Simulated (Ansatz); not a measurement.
# Energy profile

The step: SiH₄O ([OH][SiH3]) + CH₃ → SiH₃O ([OH][SiH2]) + CH₄; bonds formed: H1–C4; bonds broken: H1–Si2 (atoms numbered as in the saddle structure below).

```
10
angstrom
H -0.1377 -0.4196 0.2360
Si 0.9245 0.1396 -0.8321
O 0.5551 1.7447 -0.9540
C -1.2703 -0.7517 1.3017
H 0.7850 -0.5501 -2.1492
H 2.3265 -0.0606 -0.3586
H 1.0653 2.2813 -1.5617
H -0.7063 -1.3285 2.0256
H -1.9759 -1.3015 0.6898
H -1.5663 0.2463 1.6024
```

Electronic energies by CCSD(T) at an estimated basis limit (MP2 extrapolated from triple and quadruple zeta, plus CCSD(T) − MP2 in triple zeta), on PBE0-D4/def2-TZVP structures; CH₇OSi, doublet; no counterpoise correction; spin–orbit coupling, which lowers free halogen atoms and radicals such as OH and SH, is left out. Program: Ansatz 0.2.0. Basis: def2-TZVPP and def2-QZVPP. Cores are frozen in the correlated methods; orbitals are unrestricted. Extrapolation: Hartree–Fock as exp(−7.88 √X), correlation as X^−2.97.

(1) Give the profile in eV, counted from the separated reactants. (Judge from chemistry; the value comes from the calculation.)

T1 diagnostic: at most 0.015. ⟨S²⟩ of the unrestricted Hartree–Fock references: 0.75 to 0.78 (a pure state has 0.75).

Results:

(1) By the calculation:
| point | eV |
| --- | --- |
| separated: SiH₄O (linked as [OH][SiH3]; H1, Si2, O3, H5, H6, H7; singlet) + CH₃ (C4, H8, H9, H10; doublet) | 0.000 |
| start structure | -0.048 |
| saddle | 0.426 |
| end structure | -0.694 |
| separated: CH₄ (H1, C4, H8, H9, H10; singlet) + SiH₃O (linked as [OH][SiH2]; Si2, O3, H5, H6, H7; doublet) | -0.627 |

Radical steps of this kind take place in plasma deposition and etching.

For scale, one of the runs: CCSD(T)/def2-TZVPP, 202 basis functions, launched by `ansatz run in.yaml --threads 4 --pin off --events-out ev --progress --plain --max-ram 9574MiB`. Time: 64 s of wall clock on 4 CPU threads of a Oxide Virtual Turin-like; the host was shared. Peak host memory: 6.5 GiB.
